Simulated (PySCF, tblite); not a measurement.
Complex of chloride and 2 × acetonitrile

A gas-phase complex of chloride and 2 × acetonitrile; charge -1, singlet. The structure comes from a short search (6 tight-binding starts) and was relaxed by PBE0-D3(BJ)/def2-SVPD; another way of binding may lie lower. No frequency run checks that it is a minimum.

```json
{"part": "1", "name": "chloride", "SMILES": "[Cl-]", "atoms": "1", "charge": "-1", "multiplicity": "1"}
{"part": "2", "name": "acetonitrile", "SMILES": "CC#N", "atoms": "2–7", "charge": "0", "multiplicity": "1"}
{"part": "3", "name": "acetonitrile", "SMILES": "CC#N", "atoms": "8–13", "charge": "0", "multiplicity": "1"}
```

Coordinates in Å:
```
Cl1    -0.136    0.578    0.132
C2      2.295   -0.911    2.066
C3      2.059   -2.033    2.952
N4      1.882   -2.927    3.668
H5      1.382   -0.629    1.497
H6      2.605   -0.035    2.651
H7      3.097   -1.151    1.353
C8      2.788    1.586   -1.129
C9      3.934    0.758   -0.819
N10     4.844    0.089   -0.559
H11     2.646    1.642   -2.216
H12     1.850    1.173   -0.675
H13     2.941    2.600   -0.736
```

Contacts between parts, classed by geometry: H12···Cl1 2.225 Å (C–H hydrogen bond, 173°); H5···Cl1 2.371 Å (C–H hydrogen bond, 162°).

Interaction energies are complex less parts, with the parts frozen as they stand in it; counterpoise-corrected, in kcal/mol (PySCF).

Problem. How strongly do the parts interact, level by level?

Solution. 
| level | interaction | superposition error removed |
| --- | --- | --- |
| wB97M-D3(BJ)/def2-SVPD | -26.79 | -1.34 |
| PBE0-D3(BJ)/def2-SVPD | -28.89 | -1.39 |

Problem. What holds them together? Decompose the wB97M-D3(BJ)/def2-SVPD energy: frozen parts, their antisymmetrised product, then relaxation.

Solution. electrostatic -34.8, Pauli repulsion +25.1, orbital relaxation -15.8, dispersion correction -2.7 kcal/mol, which sum to the value before the counterpoise correction; the Pauli term holds the exchange-correlation of the frozen density too. Of the attraction, 65 % is electrostatic, 30 % is orbital relaxation, 5 % is dispersion correction.

Problem. Are the pair energies additive?

Solution. The pairs sum to -28.83 kcal/mol (1–2 -14.0, 1–3 -13.7, 2–3 -1.2); the rest of +2.04 is a many-body weakening.

The parts were also relaxed and run alone, at the levels used for the complex: shieldings by PBE0/aug-pcSseg-1; core levels by delta-SCF with SCAN, aug-pcX-2 on the ionised atom and aug-pcseg-1 elsewhere, spin-free X2C (2p3/2 is the spin-free 2p value less a third of a first-order spin-orbit splitting).

Values alone: C8–H12 bond (Å): 1.098; shielding of H12 (ppm): 29.47; shielding of Cl1 (ppm): 1149.1; shielding of H5 (ppm): 29.47; shielding of C8 (ppm): 183.7; Cl1 2p3/2 core level (eV): 196.90; C2 1s core level (eV): 292.76; C8 1s core level (eV): 292.76.

Problem. How do these values change when the complex forms?

Solution. 
```json
{"property": "C8–H12 bond (Å)", "alone": "1.098", "in the complex": "1.121", "change": "+0.023"}
{"property": "shielding of H12 (ppm)", "alone": "29.47", "in the complex": "22.74", "change": "-6.73"}
{"property": "shielding of Cl1 (ppm)", "alone": "1149.1", "in the complex": "982.3", "change": "-166.8"}
{"property": "shielding of H5 (ppm)", "alone": "29.47", "in the complex": "24.55", "change": "-4.91"}
{"property": "shielding of C8 (ppm)", "alone": "183.7", "in the complex": "180.7", "change": "-3.0"}
{"property": "Cl1 2p3/2 core level (eV)", "alone": "196.90", "in the complex": "198.30", "change": "+1.39"}
{"property": "C2 1s core level (eV)", "alone": "292.76", "in the complex": "288.18", "change": "-4.59"}
{"property": "C8 1s core level (eV)", "alone": "292.76", "in the complex": "288.42", "change": "-4.35"}
```
